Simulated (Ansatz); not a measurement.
Input file:

```yaml
crystal:
  periodic: [false, false, false]
  atoms:
    - {symbol: Al, position_ang: [-0.094678, 0.000000, 0.000000]}
    - {symbol: H, position_ang: [-0.887602, 1.373384, 0.000000]}
    - {symbol: H, position_ang: [-0.887602, -1.373384, 0.000000]}
    - {symbol: H, position_ang: [1.380322, 0.000000, 0.000000]}
    - {symbol: H, position_ang: [2.929322, 0.000000, 0.000000]}
basis:
  gaussian: {orbitals: 6-31G}
magnetization: {spin_polarized: true, initial_magnetization: 1}
correlation: {method: ccsdtq, electrons: outside_noble_gas}
```

```sh
$ ansatz run in.yaml --threads 1 --pin off --events-out ev --progress --plain --max-ram 2393MiB
```

Problem. Roughly how long does this take on 1 thread of AMD EPYC 7R43, shared host, and how much host memory?

Solution. 15 s wall and 0.18 GiB.

```
451 factors; integrals over basis functions are off by at most 1.9e-7 eV
mean field evaluation 1: about -6640.4739 eV, gradient 6.9e0 eV
mean field evaluation 2: about -6640.4776 eV, gradient 6.9e0 eV
mean field evaluation 4: about -6641.4744 eV, gradient 9.0e-1 eV
mean field evaluation 8: about -6641.4950 eV, gradient 1.9e-3 eV
mean field evaluation 16: about -6641.4950 eV, gradient 2.8e-6 eV
mean field -6641.49503032 eV, -244.0704405971 hartree, gradient 2.8e-6 eV, S^2 0.753375; 0 other end points of the search recorded, 0 dependent functions left out
5 core orbitals not correlated: weight in the atoms' cores, before any rotation towards them, 1.000 or more for the frozen orbitals, at most 0.000 for the correlated occupied ones
reference -6641.49503032 eV, -244.0704405971 hartree; 4, 3 occupied and 12, 13 virtual orbitals, 451 factors
second order -1.14324789 eV of doubles, -0.00000000 eV of singles
cycle   1  -1.45074536 eV  change   -3.1e-1 eV  update   4.9e-2
cycle   2  -1.62926614 eV  change   -1.8e-1 eV  update   2.2e-2
cycle   3  -1.63905175 eV  change   -9.8e-3 eV  update   5.9e-3
cycle   4  -1.64127578 eV  change   -2.2e-3 eV  update   2.2e-3
cycle   5  -1.64176861 eV  change   -4.9e-4 eV  update   1.1e-3
cycle   6  -1.64182828 eV  change   -6.0e-5 eV  update   4.6e-4
cycle   7  -1.64197923 eV  change   -1.5e-4 eV  update   1.6e-4
cycle   8  -1.64193229 eV  change    4.7e-5 eV  update   8.1e-5
cycle   9  -1.64190511 eV  change    2.7e-5 eV  update   3.3e-5
cycle  10  -1.64192479 eV  change   -2.0e-5 eV  update   1.3e-5
cycle  11  -1.64192790 eV  change   -3.1e-6 eV  update   6.5e-6
cycle  12  -1.64192904 eV  change   -1.1e-6 eV  update   2.9e-6
cycle  13  -1.64192622 eV  change    2.8e-6 eV  update   1.2e-6
cycle  14  -1.64192564 eV  change    5.8e-7 eV  update   6.0e-7
Total energy: -6643.13695596 eV, -244.1307802515 hartree
```

For the same geometry and basis full CI lies 0.0 meV higher.
